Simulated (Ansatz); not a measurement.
# BClH3: the cost of one run

Method: UKS PBE0-D4/def2-SVP, in Ansatz 0.2.0.

### Step 1. The structure to begin with

Bond lengths: B1–H3 1.190 Å, B1–H4 1.190 Å. Angles: H3–B1–H4 120.0°.

Coordinates:

```xyz
5

B     0.0000    0.0000    0.0000
H     0.0000    0.0000    1.4400
H     1.0305    0.0000   -0.5950
H    -1.0305    0.0000   -0.5950
Cl    0.0000    0.0000    3.1100
```

### Step 2. Pulling towards end A

Springs on the bonds that form and break draw the guess towards this end; the thresholds are loose.

File input.yaml:

```yaml
crystal:
  periodic: [false, false, false]
  atoms:
    - { symbol: B, position_ang: [0.0, 0.0, 0.0] }
    - { symbol: H, position_ang: [0.0, 0.0, 1.44] }
    - { symbol: H, position_ang: [1.0305, 0.0, -0.595] }
    - { symbol: H, position_ang: [-1.0305, 0.0, -0.595] }
    - { symbol: Cl, position_ang: [0.0, 0.0, 3.11] }
magnetization:
  spin_polarized: true
  initial_magnetization: 1
basis:
  gaussian: { orbitals: def2-SVP }
hamiltonian:
  xc: pbe0
  dispersion: d4
relax:
  f_tol: 0.15
  max_steps: 25
  restrain:
    - { distance: [1, 4], at: 2.57, k: 30.0 }
    - { distance: [0, 1], at: 1.19, k: 30.0 }
```

Run with:

```bash
ansatz run input.yaml --threads 1 --pin off --max-ram 2048MiB --backend cpu --events-out ev --progress --plain --runs-dir out
```

Q: Estimate wall time and peak memory on 1 thread of Arm Neoverse V1, shared host.

About 15 s, with a peak of 0.11 GiB.
